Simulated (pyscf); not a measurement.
Structures and frequencies: ωB97X-D3(BJ)/def2-SVP in PySCF.

Problem. For F–WH(F)(F)(F)–F + H₂O -> HO–W(F)(F)(F)(F)–F + H₂, a four-centre exchange (singlet surface; H–W, H–O broken, O–W, H–H formed), PBE/def2-TZVP gives ΔE‡ = 5.0 kcal/mol and ΔE = -32.6 kcal/mol (zero: the separated reactants). In which direction and how far do r²SCAN/def2-TZVP, M06-2X/def2-TZVP, ωB97M-D3(BJ)/def2-TZVP move these?

Solution. r²SCAN: ΔE‡ = 2.7 kcal/mol, ΔE = -36.0 kcal/mol; M06-2X: ΔE‡ = 10.3 kcal/mol, ΔE = -32.7 kcal/mol; ωB97M-D3(BJ): ΔE‡ = 10.9 kcal/mol, ΔE = -31.4 kcal/mol. PBE's barrier lies among them. Its reaction energy lies among theirs. On the reactant side the descent ends in an adduct with a O–W contact, 16.3 kcal/mol under the separated species and 25.9 kcal/mol under the saddle at ωB97X-D3(BJ)/def2-TZVP. What is counted as formed (O–W) is already present as a longer contact in the reactant adduct; forming that adduct is a step of its own. This is the saddle that the search found; another between the same sides may lie lower. Elements past Kr carry the def2 core potentials, without spin-orbit coupling.
